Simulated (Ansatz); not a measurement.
One change: `PBS` becomes `CBS`.

Ansatz, PBE0-D4/def2-TZVP geometries, multiplicity 1. Each molecule was computed in one conformer, which needn't be the lowest.

| property | `PBS` |
| --- | --- |
| HOMO–LUMO gap (B3LYP/def2-TZVPP) / eV | 5.64 |
| vertical ionisation energy (CCSD(T)/CBS(def2)) / eV | 9.70 |
| LUMO energy (ωB97M-V/def2-TZVPP) / eV | 0.60 |
| size of the dipole moment (B3LYP/def2-TZVPP) / D | 0.96 |
| HOMO energy (PBE0/def2-TZVPP) / eV | -7.40 |
| ideal-gas entropy at 298 K and 1 bar (rigid rotor, harmonic PBE0-D4/def2-TZVP) / J/(mol·K) | 295 |

Task: What does the change do to each property? (An estimate is asked.)

Result: Computed: 
| property | `CBS` | shift |
| --- | --- | --- |
| HOMO–LUMO gap (B3LYP/def2-TZVPP) / eV | 6.90 | 1.26 |
| vertical ionisation energy (CCSD(T)/CBS(def2)) / eV | 10.63 | 0.93 |
| LUMO energy (ωB97M-V/def2-TZVPP) / eV | 1.23 | 0.63 |
| size of the dipole moment (B3LYP/def2-TZVPP) / D | 0.53 | -0.43 |
| HOMO energy (PBE0/def2-TZVPP) / eV | -8.10 | -0.70 |
| ideal-gas entropy at 298 K and 1 bar (rigid rotor, harmonic PBE0-D4/def2-TZVP) / J/(mol·K) | 286 | -9 |

With PBE0 the HOMO falls by 0.70 eV and the LUMO rises by 0.62 eV, so the gap widens by about 1.32 eV. PBE moves the HOMO by -0.63 eV and ωB97M-V by -0.81 eV. The zero-point energy changes by 48.9 kJ/mol with +3 modes. Dipoles are sizes alone; their direction can turn.

B3LYP here is the variant with VWN-RPA as its local correlation; programs differ in this.
